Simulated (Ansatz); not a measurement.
# CH8Si: the cost of one run

Program: Ansatz 0.2.0, Gaussian basis. Level of theory: PBE0-D4, def2-SVP first, then def2-TZVP. These are calculated values, not measurements.

152 further runs of the same task are left out: 152 set aside as unsound or not needed.

## (1) Starting geometry

The guess: 10 atoms, charge 0, spin multiplicity 1.

Atoms are counted from 1 here; the program's logs count them from 0.

Bond lengths: Si1–H3 1.446 Å, Si1–H4 1.497 Å, Si1–H5 1.446 Å, H6–C7 1.338 Å, C7–H8 1.088 Å, C7–H9 1.085 Å, C7–H10 1.089 Å. Angles: H3–Si1–H4 101.2°, H3–Si1–H5 134.3°, H4–Si1–H5 101.3°, H6–C7–H8 94.7°, H6–C7–H9 146.7°, H6–C7–H10 92.4°, H8–C7–H9 105.4°, H8–C7–H10 110.0°, H9–C7–H10 104.9°.

Coordinates:

```csv
atom,x (Å),y (Å),z (Å)
Si1,-0.3867,-0.8221,-0.5339
H2,0.7901,0.4649,-1.6678
H3,0.7548,-1.6811,-0.7603
H4,-1.2084,-1.6682,0.3877
H5,-1.4099,-0.2564,-1.3855
H6,0.5516,0.6406,-0.4575
C7,0.2092,0.6853,0.8355
H8,1.2346,0.6863,1.1983
H9,-0.3784,0.2434,1.6333
H10,-0.1569,1.7074,0.7503
```

Distances that are to change: Si1–C7 2.12 Å, H2–H6 1.25 Å, Si1–H2 2.08 Å, H6–C7 1.34 Å.

## (2) Constrained relaxation of the guess

hold/in.yaml

```yaml
crystal:
  periodic: [false, false, false]
  atoms:
    - {symbol: Si, position_ang: [-0.386700, -0.822100, -0.533900]}
    - {symbol: H, position_ang: [0.790100, 0.464900, -1.667800]}
    - {symbol: H, position_ang: [0.754800, -1.681100, -0.760300]}
    - {symbol: H, position_ang: [-1.208400, -1.668200, 0.387700]}
    - {symbol: H, position_ang: [-1.409900, -0.256400, -1.385500]}
    - {symbol: H, position_ang: [0.551600, 0.640600, -0.457500]}
    - {symbol: C, position_ang: [0.209200, 0.685300, 0.835500]}
    - {symbol: H, position_ang: [1.234600, 0.686300, 1.198300]}
    - {symbol: H, position_ang: [-0.378400, 0.243400, 1.633300]}
    - {symbol: H, position_ang: [-0.156900, 1.707400, 0.750300]}
basis:
  gaussian: {orbitals: def2-SVP}
hamiltonian: {xc: pbe0, dispersion: d4}
relax: {f_tol: 0.04, max_steps: 150, escape_saddle: false, constraints: [{distance: [0, 6]}, {distance: [1, 5]}, {distance: [0, 1]}, {distance: [5, 6]}]}
```

Launch:

```sh
ansatz run in.yaml --threads 2 --pin off --events-out ev --progress --plain --max-ram 4352MiB
```

**Question.** How long does this run take on 2 threads of Arm Neoverse V2, shared host?

About 5.5 s.
